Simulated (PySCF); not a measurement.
C5H8O: core ionisation energies

Compound: 4-pentyn-1-ol, C₅H₈O.
Numbering: `[CH:1]#[C:2][CH2:3][CH2:4][CH2:5][OH:6]`

Structure used (GFN2-xTB), in Å, numbered top down from 1:
```xyz
14
C5H8O angstrom
C      3.0545    0.9805   -0.2616
C      1.9544    0.6020   -0.5401
C      0.6159    0.1449   -0.8519
C     -0.2620    0.1023    0.4018
C     -1.6680   -0.4035    0.0762
O     -2.5349   -0.3514    1.1835
H      4.0210    1.3131   -0.0275
H      0.6757   -0.8535   -1.2958
H      0.1716    0.8191   -1.5897
H     -0.3346    1.1019    0.8361
H      0.1988   -0.5540    1.1464
H     -2.1314    0.2314   -0.6833
H     -1.6119   -1.4297   -0.3196
H     -2.1498   -0.8633    1.9034
```

Level of theory: delta-SCF UKS SCAN, pcX-2 on the ionised atom, pcseg-1 elsewhere, spin-free X2C (PySCF). Binding energies are ΔSCF values: E(core-ionised, relaxed orbitals) − E(ground state) at a fixed geometry, referred to the vacuum level.

**Question.** Give the core binding energies atom by atom.

**Answer.** 
```csv
atom(s),environment,level,binding energy (eV),above the level's lowest (eV),count
C1,terminal alkyne carbon,C 1s,290.06,0.00,1
C2,alkyne carbon,C 1s,290.63,+0.57,1
C3,propargylic carbon,C 1s,291.62,+1.56,1
C4,chain CH2 carbon,C 1s,290.83,+0.77,1
C5,carbinol carbon (C–OH),C 1s,292.23,+2.17,1
O6,alcohol oxygen,O 1s,538.78,0.00,1
```

Lowest listed C 1s: C1, bonded to C (triple bond) and H. Highest, 2.17 eV above it: C5, bonded to O, C and 2 H.

**Question.** What is the C 1s shift of C3 against C4?

**Answer.** 291.62 − 290.83 = +0.79 eV, or +76 kJ/mol.

**Question.** Which effective nuclear charge Zeff reproduces each element's mean 1s value in the hydrogen-like formula E = 13.606 eV × Zeff²?

**Answer.** C (Z = 6): mean 291.1 eV, Zeff = 4.63, Z − Zeff = 1.37; O (Z = 8): mean 538.8 eV, Zeff = 6.29, Z − Zeff = 1.71. Means run over the listed sites, weighted by atom count.

Spin contamination (⟨S²⟩ against 0.75 for a pure doublet) is marked for C 1s of C2 (0.85), which makes this value less certain. Geometry: GFN2-xTB, one conformer, isolated molecule.

The run took about 3 min of CPU time (one thread, shared machine).
